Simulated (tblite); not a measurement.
Cost of one run: molecular-dynamics run, `C[C@@H]1C[C@@H](F)S1`.

Method: GFN2-xTB Langevin dynamics, gas phase (tblite 0.8.0). Geometry: GFN2-xTB. Work: Langevin dynamics, 2000 steps. A driver script takes a list of jobs; this job's settings line and coordinates (Å) are shown.

Command:
```bash
OMP_NUM_THREADS=1 python probes_run.py task.json out
```

Input:
```
{"job": {"kind": "md", "xc": "GFN2-xTB", "basis": "xTB", "temperature": 300, "steps": 2000, "every": 50, "frames": 5}, "charge": 0, "multiplicity": 1}
C      1.713856     0.287399    -0.216940
C      0.346896     0.632182     0.328942
C     -0.521288    -0.561763     0.752055
C     -1.658472    -0.329974    -0.239139
F     -2.850211    -0.057577     0.366176
S     -0.862717     1.144622    -0.974011
H      2.193635     1.175682    -0.620526
H      1.633619    -0.450908    -1.011575
H      2.336749    -0.117180     0.579317
H      0.417464     1.412570     1.087645
H     -0.024902    -1.520793     0.609224
H     -0.877537    -0.496604     1.779705
H     -1.851480    -1.117170    -0.972969
```

Hardware: one thread, Intel Xeon at 2.50 GHz (x86_64), no GPU, shared host with 64 logical CPUs at a one-minute load of 36.

Task: Which is nearest to the wall time?
A. 3.3 s
B. 26 s
C. 3.5 min

Result: B. The run took 26 s. That is 13 ms a step, or 140 ps of dynamics an hour.

Task: How much memory does it need at the peak?

Result: About 0.18 GiB. Peak memory is the resident size of the whole Python process, interpreter and libraries included.

Task: At this speed, how long would 1000 such jobs take on 64 cores, one job a core?

Result: 1000/64 gives 16 rounds of 26 s, about 6.9 min of wall time and 7.2 core-hours, if the jobs don't slow each other.

Times come from a shared host and carry two figures at best.
